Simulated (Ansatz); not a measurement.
**Scan of the F1–Al2 bond length**

AlHF (SMILES [F][AlH]), doublet, at its PBE0-D4/def2-TZVP minimum:

F1  (0.907, 0.893, 0.586)
Al2  (-0.433, 0.318, -0.200)
H3  (-0.485, -1.276, -0.399)
(Å)

The bond length F1–Al2 (1.656 Å at the minimum) is set to the values below, the two halves moving rigidly along the bond. Each method's energies count from its own value at the PBE0-D4 minimum structure. Program: Ansatz 0.2.0. Basis: def2-TZVPP. Cores are frozen in the correlated methods; orbitals are unrestricted.

CCSD(T) energies along the scan:
| bond length (Å) | CCSD(T) (eV) |
| --- | --- |
| 1.457 | 0.830 |
| 1.515 | 0.372 |
| 1.599 | 0.053 |
| 1.698 | 0.021 |
| 1.807 | 0.239 |
| 1.925 | 0.634 |
| 2.050 | 1.134 |
| 2.181 | 1.685 |
| 2.318 | 2.251 |
They count from the CCSD(T) energy at the PBE0-D4 minimum.

Minimum and curvature along this coordinate at CCSD(T): A fifth-order fit through the nearest points gives 1.657 Å, with a curvature of about 28 eV/Å².

Treat the two halves as rigid bodies and work out the harmonic wavenumber of this stretch from that curvature (ν̃ = 521.5 √(k/μ) cm⁻¹ with k in eV/Å² and μ in u).

The halves weigh 19.00 and 27.99 u, so μ = 19.00 × 27.99/46.99 = 11.318 u and ν̃ = 521.5 √(28/11.318) ≈ 820 cm⁻¹. A true normal mode mixes in other motions, so this is a guide only.

Largest difference from the CCSD(T) curve over the scan: PBE-D4 0.350; PBE0-D4 0.080; wB97M-V 0.121; HF 0.281 eV. Each curve counts from its own value at the minimum.

T1 diagnostic: at most 0.025. ⟨S²⟩ of the unrestricted Hartree–Fock references: 0.76 (a pure state has 0.75).

For scale, one of the runs: CCSD(T)/def2-TZVPP, 87 basis functions (an equivalent command: `ansatz run in.yaml --threads 2`). Hardware: 2 CPU threads, shared host. Wall time about 7.5 s.
